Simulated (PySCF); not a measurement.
Calculation: PBE-D3(BJ)/def2-TZVP // CAM-B3LYP-D3(BJ)/def2-TZVP (PySCF). All species are isolated molecules in the gas phase. 

Reference species (SMILES): `C=C[O]` (neutral, multiplicity 2).

| Property | Result |
|---|---|
| dipole moment | 2.79 D |

Changed species: `[C]#C` (radical fragment; the reference has radical fragment).

What does the change do to the dipole moment?

the dipole moment drops by 2.01 D, to 0.78 D.
